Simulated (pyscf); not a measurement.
6 gas-phase steps of one pattern: hydrogen abstraction on the doublet surface, H–H broken and H–O or H–S formed. Single points on ωB97X-D3(BJ)/def2-SVP structures (PySCF, gas phase). Electronic energies in kJ/mol, from the separated reactants; ΔE‡ at ωB97M-D3(BJ)/def2-TZVP, beside the barrier at PBE/def2-TZVP on the same structures. Rows were drawn at random from the steps of this pattern with a verified saddle, stable references and no exit in the data more than 5 kcal/mol lower.

```tsv
row	step	ΔE‡(PBE)	ΔE‡
1	•O–Si(OH)(OH)–OH + H₂ -> HO–Si(OH)(OH)–OH + H•	-8.6	14.0
2	H₃C–Si(O•)(OH)–OH + H₂ -> H₃C–Si(OH)(OH)–OH + H•	-9.7	16.0
3	•O–Ga(F)–F + H₂ → HO–Ga(F)–F + H•	-20.7	9.7
4	•O–Sn(Cl)(Cl)–Cl + H₂ → HO–Sn(Cl)(Cl)–Cl + H•	-18.0	8.5
5	•S–Sn(Cl)(Cl)–Cl + H₂ → HS–Sn(Cl)(Cl)–Cl + H•	48.2	?
6	•S–Ga(Cl)–Cl + H₂ → HS–Ga(Cl)–Cl + H•	49.5	69.7
```

From a straight line through the complete rows, estimate the missing barrier and say how far the line can be trusted.

Over the 5 complete rows the means are -1.5 (ΔE‡(PBE)) and 23.6 (ΔE‡); least squares gives b = 0.89 and a = 24.9 kJ/mol, with residuals of 2.1 kJ/mol (root mean square; largest 3.2, row 1). For row 5: 24.9 + 0.89 × (+48.2) = 67.8 kJ/mol. The computed barrier is 67.9 kJ/mol, 0.1 over the line. The line follows the complete rows closely. Each barrier is that of the saddle found. Elements up to Kr have no core potential and no relativistic terms here. Elements past Kr carry the def2 core potentials, without spin-orbit coupling.
